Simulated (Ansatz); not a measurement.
A made-up structure of MgSiH$_{2}$F (charge +1), singlet:

```csv
atom,x (Å),y (Å),z (Å)
F1,-0.1296,-2.3165,2.3988
Mg2,-0.0635,-1.1238,1.1627
Si3,0.0415,0.7404,-0.7668
H4,-0.7385,0.7402,-2.0310
H5,-0.1046,-2.8385,3.1437
```

It is relaxed with PBE-D4/def2-SVP and then PBE0-D4/def2-TZVP (Ansatz 0.2.0). Atoms count as bonded within 1.22 times the sum of their covalent radii (H–H: 0.88 Å). The end point is not checked to be a true minimum.

(1) Does its bonding change? (A judgement: the text doesn't fix the answer.)

## Answers

(1) Computed: No: no bond forms or breaks.

Where it ends: The first stage lowers the energy by 1.08 eV in 9 steps. It ends as MgSiH₂F ([FH][Mg][SiH]), total charge +1:
```xyz
5
angstrom
F -0.2085 -2.3685 2.3673
Mg -0.0801 -0.9077 0.9151
Si 0.2222 1.0721 -0.8493
H -0.8128 0.2946 -1.6640
H -0.1156 -2.8887 3.1384
```

Labels in which every atom is bracketed show which atoms are joined, not bond orders.

For scale, one of the runs: PBE0-D4/def2-TZVP relaxation, 112 basis functions, launched by `ansatz run in.yaml --threads 2 --pin off --events-out ev --progress --plain --max-ram 4352MiB`. The run took about 21 s on 2 CPU threads of an Arm Neoverse V1 (shared host).
